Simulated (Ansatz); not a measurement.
# GaH₃, triplet along the distance Ga1-H3

Starting geometry (PBE0/def2-TZVP stationary point for this spin, not checked as a minimum):

| atom | x (Å) | y (Å) | z (Å) |
| --- | --- | --- | --- |
| Ga | 0.0000 | 0.0277 | -0.0457 |
| H | 0.0000 | -1.4776 | -0.5415 |
| H | 0.4054 | -0.2202 | 1.8512 |
| H | -0.4054 | -0.2202 | 1.8512 |

From there H3 moves along the line of the two atoms named below, all else staying in place; atoms are numbered as listed. Energies are in eV, counted from the starting geometry at the same level.

Basis cc-pVDZ; Ansatz 0.2.0. Correlated methods freeze the noble-gas cores and the filled d shells of p-block atoms. R marks a restricted (for open shells ROHF) determinant, U an unrestricted one. Active spaces: valence = (6e, 7o) chosen from the atoms' valence shells. No spin–orbit coupling is included, and no scalar relativity.

Runs in a small pair space aren't shown, since their orbitals change along the scan.

Full CI is exact within this basis and frozen core; it isn't the basis-set limit. The frozen core follows each run's orbitals, which can shift R against U totals by a few meV for light atoms and by up to 0.1 eV past Ca.

```tsv
distance Ga1-H3 (Å)	full CI	unpaired electrons (full CI)	error RMP2	error UMP2	error RCCSD(T)	error UCCSD(T)	error RCCSDT(Q)	error NEVPT2 (valence space)
1.530	0.594	2.03	-0.007	-0.002	0.001	0.001	0.000	-0.006
1.792	0.084	2.02	-0.009	-0.007	0.000	0.000	0.000	-0.001
1.956	0.000	2.03	0.000	0.000	0.000	0.000	0.000	0.000
2.142	0.064	2.03	0.020	0.019	0.001	0.001	0.000	-0.001
2.442	0.559	2.04	0.081	0.084	0.004	0.005	0.000	-0.017
2.688	1.120	2.06	0.149	0.192	0.011	0.020	0.000	-0.061
3.127	1.526	2.05	0.061	0.057	0.010	0.016	0.000	-0.072
3.528	1.486	2.04	0.005	0.013	0.004	0.012	0.000	-0.099
4.367	1.391	2.04	-0.006	0.007	0.003	0.011	0.000	-0.112
5.164	1.376	2.04	-0.007	0.006	0.003	0.011	0.000	-0.113
6.552	1.375	2.04	-0.007	0.006	0.003	0.011	0.000	-0.114
```

Unpaired electrons are Σ n²(2−n)² over natural occupations. Errors are those of relative energies. In total energy the starting point itself misses full CI by: RMP2 0.656, UMP2 0.634, RCCSD(T) 0.014, UCCSD(T) 0.000, RCCSDT(Q) -0.001, NEVPT2 (valence space) 0.462 eV.

Spread of the error over the points with a reference, to 6.552 Å (largest less smallest): RCCSDT(Q) 0.000, RCCSD(T) 0.012, UCCSD(T) 0.020, NEVPT2 (valence space) 0.114, RMP2 0.158, UMP2 0.199 eV.

Going outwards, the relative energy of RMP2 first misses by more than 0.043 eV (1 kcal/mol) at 2.442 Å.

Going outwards, the relative energy of NEVPT2 (valence space) first misses by more than 0.043 eV (1 kcal/mol) at 2.688 Å.
